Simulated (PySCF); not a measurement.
**Worked example: correlation energy of NH, triplet**

Geometry: MP2(full)/6-31G*, from the G2/97 set.

```
atom   x (Å)   y (Å)   z (Å)
   N  0.0000  0.0000  0.0000
   H  0.0000  0.0000  1.0394
```

Basis STO-3G; PySCF 2.14.0. Correlated methods freeze the noble-gas cores, which leaves 6 electrons in 5 orbitals. R marks a restricted (for open shells ROHF) determinant, U an unrestricted one.

Full CI is exact within this basis and frozen core; it isn't the basis-set limit. The frozen core follows each run's orbitals, which can shift R against U totals by a few meV.

Restricted and unrestricted runs freeze slightly different cores, so steps under 0.1 kcal/mol mean nothing.

```
   level  total energy (hartree)
     UHF              -54.262163
    UMP2              -54.276257
   UCCSD              -54.285038
UCCSD(T)              -54.285040
  UCCSDT              -54.285043
 full CI              -54.285028
```

What is the correlation energy at full CI, and what share of it do UMP2 and UCCSD recover?

E(corr) = -54.285028 − (-54.262163) = -0.022865 hartree = -0.622 eV. UMP2: -0.014094 / -0.022865 = 61.64 %. UCCSD: -0.022875 / -0.022865 = 100.04 %.

By how many kcal/mol does UCCSD(T) miss full CI (1 hartree = 627.509 kcal/mol), and which steps make up the rest?

-54.285040 − (-54.285028) = -0.000012 hartree = -0.01 kcal/mol. Steps: UCCSDT − UCCSD(T) = 0.00, full CI − UCCSDT = 0.01 kcal/mol. That is within 1 kcal/mol of the reference in this basis, which itself misses far more of the correlation at the basis-set limit.
